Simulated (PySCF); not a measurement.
**Core-level binding energies of `[PH-]CP`**

CH5P2 (charge -1).
Bonds: P1–C2, C2–P3. Hydrogens: H4 on P1; H5, H6 on C2; H7, H8 on P3.

Computed with PySCF, delta-SCF UKS SCAN, pcX-2 on the ionised atom, pcseg-1 elsewhere, spin-free X2C. Each binding energy is the total energy of the core-ionised species, with the hole localised on one atom, minus that of the ground state; both are solved self-consistently, so orbital relaxation is included.

Task: List the computed XPS lines with their assignment.

Result: 
```
atom(s)                     environment    level  binding energy (eV)  2p1/2 (eV)  above the level's lowest (eV)  count
     P3            phosphine phosphorus     P 1s              2144.87           –                          +2.84      1
     P1    phosphorus bonded to C and H     P 1s              2142.03           –                           0.00      1
     C2  sp3 carbon bound to phosphorus     C 1s               285.37           –                           0.00      1
     P3            phosphine phosphorus  P 2p3/2               131.36      132.25                           0.00      1
```

Lowest listed P 1s: P1, bonded to C and H. Highest, 2.84 eV above it: P3, bonded to C and 2 H. Summing the Pauling electronegativity differences to the bonded atoms, each weighted by its formal bond order, gives +0.37 for the lowest site and +0.38 for the highest.

Task: Which photon energy gives electrons from P 1s of P1 a kinetic energy of 20 eV, and what is their de Broglie wavelength?

Result: hν = 2142.03 + 20 = 2162.03 eV, recoil neglected; λ = 12.264 Å/√(E/eV) = 2.74 Å.

The list is incomplete; no value stands for P 2p of P1. For 2p shells one spin-free hole was relaxed; a mean-field spin–orbit operator and the ground-state splitting of the three 2p orbitals were then diagonalised within the shell. The shell's mean is (2 × 2p3/2 + 2p1/2)/3, and the degeneracies 2j + 1 give areas of 2:1. 2p1/2 minus 2p3/2 (ligand field included): P 0.89 eV. The species carries charge -1, so core ionisation leaves a neutral species. The basis sets have no added diffuse functions. The structure is a single GFN2-xTB conformer in the gas phase; no vibrational or solvent corrections.

Shape of the structure used: `[PH-:1][CH2:2][PH2:3]`: H–P1–C2–P3 -65°, H–P3–C2–P1 -39°, H–P3–C2–P1 52°.
